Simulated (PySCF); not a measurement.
Gas-phase reaction: Al2H6 → 2 Al + 3 H2

Energies from PySCF, thermal terms from the rigid-rotor harmonic-oscillator model, ideal gas at 1 bar. † marks an energy on the PBE0/def2-TZVP geometry and frequencies; other levels use their own. CCSD(T) freezes the core. Open shells (unrestricted): Al (multiplicity 2, electronic degeneracy 6); the rest are closed-shell singlets. Spin-orbit splitting is ignored; it lowers the true energy and changes the entropy of Al. B3LYP is the form with VWN-RPA correlation. Al2H6: computed as isolated molecules; such fragments, hydroxides, amides, oligomers or adducts are transient or little studied in the gas. CCSD(T) isn't extrapolated to the basis-set limit; its ΔH°(298 K) is 545.8 kJ in def2-SVP and 541.8 kJ in def2-TZVPP. The harmonic model lacks anharmonicity and excited electronic states, which grow with temperature; levels with a mode under 35 cm⁻¹ are left out.

```csv
level,"ΔE electronic, kJ","ΔH°(298 K), kJ","ΔS°(298 K), J/K","ΔG°(2000 K), kJ"
B3LYP/def2-TZVP†,536,524,445,-379
CCSD(T)/def2-SVP†,558,546,445,-357
PBE0/def2-SVP†,595,583,445,-320
PBE0/def2-TZVP,569,556,445,-346
LDA/def2-TZVP†,657,644,445,-258
ωB97M-V/def2-TZVP†,581,568,445,-335
ωB97X-V/def2-TZVP†,605,593,445,-310
```
ΔH° is lowest at B3LYP/def2-TZVP† and highest at LDA/def2-TZVP†. No reference value is set beside these.
